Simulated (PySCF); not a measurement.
Coordinates in bohr (charge 0 multiplicity 1):
```
C     0.0000    0.0000    0.0000
O     0.0000    0.0000    2.1916
O     0.0000    0.0000   -2.1916
```

All numbers come from B3LYP/[C def2-TZVP, O def2-TZVP], no relativity, density fitting, PySCF.

This geometry of CO2 is a stationary point at this level.

(1) What is the point group?

(2) Is it a minimum?

(3) What are the dipole moment and the gap between the highest occupied and lowest empty levels?

(4) Give the atomic charges and bond orders.

(5) What is the atomisation energy, with and without zero-point energy?

Results:

(1) D∞h.

(2) Yes: all harmonic wavenumbers are real.

(3) 0.00 D and 10.78 eV.

(4) 
```
atom  Mulliken  Löwdin  polar tensor  Mayer order to C1
  C1      0.37   -0.41          1.16                  –
O2,3     -0.19    0.21         -0.58               2.15
```

(5) 1622 kJ/mol without, 1592 kJ/mol with.
